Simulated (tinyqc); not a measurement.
Pariser-Parr-Pople SCF with singles CI, for the molecule O=CC=O (SMILES; centres numbered as the heavy atoms are written), step by step. One step of it, computed by the program tinyqc.

Problem. Iteration 2: orbitals and new P. Diagonalise F (the basis is taken as orthonormal) and form P = 2 sum c c over the lowest orbitals; 0.5 of the old P is kept.

F (eV):
```
           1O         2C         3C         4O
1O  -9.962109  -5.185232  -0.120699   0.575532
2C  -5.185232  -5.768766  -3.484074  -0.120699
3C  -0.120699  -3.484074  -5.768766  -5.185232
4O   0.575532  -0.120699  -5.185232  -9.962109
```

pi electrons, sum of z_r less the charge = 4

P after iteration 1:
```
           1O        2C        3C         4O
1O   1.166082  0.892209  0.058988  -0.371872
2C   0.892209  0.833918  0.371872   0.058988
3C   0.058988  0.371872  0.833918   0.892209
4O  -0.371872  0.058988  0.892209   1.166082
```

Give: orbital energies; P after iteration 2.

Solution.

orbital energies (eV): -14.626  -12.944  -4.013  0.122

P after iteration 2:
```
        1O     2C     3C      4O
1O   1.244  0.890  0.086  -0.341
2C   0.890  0.756  0.341   0.086
3C   0.086  0.341  0.756   0.890
4O  -0.341  0.086  0.890   1.244
```
